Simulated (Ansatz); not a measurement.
Results of PBEsol (Ansatz, an electronic-structure program, PAW) for solid CO2 (dry ice).

Run with plane-wave cutoff 520 eV, 6×6×6 k mesh, Fermi–Dirac smearing 0.01 eV, scalar-relativistic PAW data made under PBE.

The cell is scaled about its equilibrium volume:

Shape and atoms are relaxed at each volume.

```tsv
V (Å³/atom)	P (GPa)	direct gap at Γ (eV)
15.574	0.18	6.726
15.898	0.09	6.718
16.223	0.01	6.710
16.547	-0.04	6.705
16.872	-0.08	6.701
```

The gap at Γ does not follow one straight line over these volumes.

Note: for a layered or molecular solid the relaxed cell lies over 5 % above the published volume, where the minimum can be shallow; the cell comes from a level without a dispersion term, which matters for the spacing of layers, chains or molecules; the bulk modulus comes from volumes at which shape and atoms were relaxed.
